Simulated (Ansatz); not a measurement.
# How the lattice constant a of P (model structure, started from the graphite type, P6₃/mmc, No. 194, 4 atoms in the cell) moves with the method

No measured value is used here.

| level (code) | value (Å) |
|---|---|
| PBE (Ansatz) | 3.992 |
| PBEsol (Ansatz) | 3.941 |
| PBE-D3(BJ) (Ansatz) | 3.925 |

Ansatz's density-functional and Hartree–Fock values are scalar-relativistic unless marked +SOC, with PAW data made under PBE.

A model structure was made by putting elements into a prototype or built by hand; it is no filed structure, need not be a known phase, and can be a saddle point held by its symmetry.

Ansatz is a program for electronic structure.
